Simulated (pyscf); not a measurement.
`[OH][BH][F]` + `[FH]` -> `[OH][B]([F])[F]` + `[H][H]`, a four-centre exchange (singlet surface; B–H, F–H broken, B–F, H–H formed). Structures and frequencies: ωB97X-D3(BJ)/def2-SVP in PySCF. Energies in kJ/mol from the separated reactants.

Small-basis levels: PySCF, no dispersion term, spherical d functions. 

**Question.** Quick BP86/6-31G* single points give ΔE‡ = 49.3 kJ/mol and ΔE = -164.2 kJ/mol. What does ωB97M-D3(BJ)/def2-TZVP give, and how far is the quick result from it?

**Answer.** ωB97M-D3(BJ)/def2-TZVP gives ΔE‡ = 100.9 kJ/mol and ΔE = -121.8 kJ/mol. BP86/6-31G* lies 51.6 kJ/mol under it in the barrier and 42.4 kJ/mol under it in the reaction energy, so on this step it does not hold to within 12.6 kJ/mol. ωB97M-D3(BJ)/def2-TZVP has limits of its own. On the reactant side the descent ends in a complex, 18.0 kJ/mol under the separated species and 121.7 kJ/mol under the saddle at ωB97X-D3(BJ)/def2-TZVP. The same reactants have a lower exit, to F–BH–F + H₂O (barrier +54.8 kJ/mol at ωB97M-D3(BJ)/def2-TZVP, against +100.9 kJ/mol here). This is the saddle that the search found; another between the same sides may lie lower.
